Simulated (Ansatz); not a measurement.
**[Br···H···O], triplet in cc-pVTZ: errors against UCCSDT(Q)**

Geometry: a point of a hydrogen-transfer path between rigid fragments, not a stationary point.

```xyz
3

Br    0.0000    0.0000   -1.4093
H     0.0000    0.0000    0.0607
O     0.0000    0.0000    1.3487
```

Basis cc-pVTZ; Ansatz 0.2.0. Correlated methods freeze the noble-gas cores and the filled d shells of p-block atoms, which leaves 14 electrons in 72 orbitals. Prefix R: restricted or restricted open-shell reference; prefix U: unrestricted. Active spaces: valence = (14e, 9o) chosen from the atoms' valence shells; pair = (4e, 4o) about the gap. No spin–orbit coupling is included, and no scalar relativity.

Full CI isn't at hand for all of this; UCCSDT(Q) serves as the reference, and is uncertain by about the last step of the cluster series. The frozen core follows each run's orbitals, which can shift R against U totals by a few meV for light atoms and by up to 0.1 eV past Ca.

```
UHF ⟨S²⟩                          : 2.040
T1 diagnostic (RCCSD)             : 0.0368
largest doubles amplitude (RCCSD) : 0.049
T1 diagnostic (UCCSD)             : 0.0220
```

```
   level  E − E(determinant under the R cluster runs) (eV)
     UHF                                           -0.3256
    UMP2                                           -9.4294
   UCCSD                                          -10.4183
UCCSD(T)                                          -10.7484
```

**Question.** Estimate how far UCCSDT(Q) in cc-pVTZ lies from UCCSD(T). The table doesn't fix it; the size of (T) and the diagnostics are the guide.

**Answer.** UCCSDT(Q) in cc-pVTZ lies 4.4 kJ/mol below UCCSD(T), which is 14 % of the (T) step (-31.8 kJ/mol). T1 is raised, but (T) still catches most of what CCSD lacks. The miss exceeds 1 kcal/mol.

The other levels:

```csv
level,E − E(UCCSDT(Q)) (kJ/mol),share of correlation (%),wall time
UCCSDT,1.4,99.86,–
```

The correlation energy at UCCSDT(Q), counted from the determinant under the R cluster runs, is -10.794 eV. That run took 23 s on 2 threads of AMD EPYC 7R13 with a shared H100 80 GB, shared host.

Run but not shown, since their state or frozen core can't be matched to the reference's or they repeat it: RHF, RMP2, RCCSD, RCCSD(T), BCCD(T), RCCSDT, RCCSDT(Q), CASSCF (pair space), NEVPT2 (pair space), MRCISD (pair space), MRCISD+Q (pair space), CASSCF (valence space), NEVPT2 (valence space), MRCISD (valence space), MRCISD+Q (valence space).

Times hold each run's SCF and search for its determinant on a shared host, so for small cases they say little of a method's own cost; they ran on 1 thread of AMD EPYC 7R13.
